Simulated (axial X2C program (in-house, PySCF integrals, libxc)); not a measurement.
## NaMg⁻ at several levels of theory

Calculated with an in-house all-electron X2C program for linear molecules (integrals from PySCF). Spin-free means the one-electron spin-free X2C Hamiltonian; two-component (2c) means X2C with spin–orbit coupling and atomic mean-field two-electron Coulomb and Gaunt terms, so the difference of the two also holds small scalar two-electron terms. Basis: Mg dyall-av3z [10s9p6d4f], Na dyall-av3z [10s9p5d2f] (cores contracted in-house); Gaussian nuclei, density fitting, unrestricted open shells. Masses: Mg 23.985 u, Na 22.990 u.

State, spin-free: M_S = 0, Λ = 0 (closed shell); electrons by block: σα: 8, σβ: 8, π+α: 2, π+β: 2, π-α: 2, π-β: 2. Fragments: Mg + Na-.

State, 2c: Ω = 0 (closed shell); electrons by block: 1/2: 10, -1/2: 10, 3/2: 2, -3/2: 2. Fragments: Mg + Na-.

| Hamiltonian | level | Re (Å) | ωe (cm⁻¹) | De (eV) | k (mdyn/Å) | μ (D) |
| --- | --- | --- | --- | --- | --- | --- |
| 2c | PBE0 | 3.739 | 85.2 | 0.317 | 0.0502 | -4.05 |
| 2c | MP2 | 3.797 | 77.5 | 0.229 | 0.0415 | n/a |
| 2c | PBE | 3.689 | 88.0 | 0.361 | 0.0535 | -3.86 |

Spin-free values that have a 2c row agree with it to the digits that matter (0.001 Å, 0.01 eV) and are not repeated.

Correlated methods: 12 electrons correlated (number of frozen shells: Mg 2 s, 1 p; Na 1 s), 314 virtual spin orbitals or spinors in MP2.

Dipoles are positive if Na is the positive end and refer to the centre of mass.

Occupations by symmetry block were frozen at the best pattern of an incomplete PBE0 search. De is counted from the lowest determinant-based energies of the atoms at the same level, without counterpoise correction. PBE0 can misorder states that lie within some tenths of an eV, so this need not be the ground state of the molecule. The nearest other 2c determinant of the search, Ω = 1, lies 0.47 eV up at the distance of the search. The highest occupied level of some functionals is positive through self-interaction error; at Hartree–Fock it is bound.

No reliable constants came from CCSD (2c), CCSD (spin-free), CCSD(T) (2c), CCSD(T) (spin-free), HF (2c), HF (spin-free): no minimum in range, unconverged points, a curve that is not smooth, a change of character along it, or the two Hamiltonians disagreeing along it.

Rough cost a point (2c) on 1 thread(s) of a shared host, integrals apart: PBE0 0.23 s, PBE 0.2 s.

The whole task took 120 s on 1 thread of Arm Neoverse V2 (shared host).
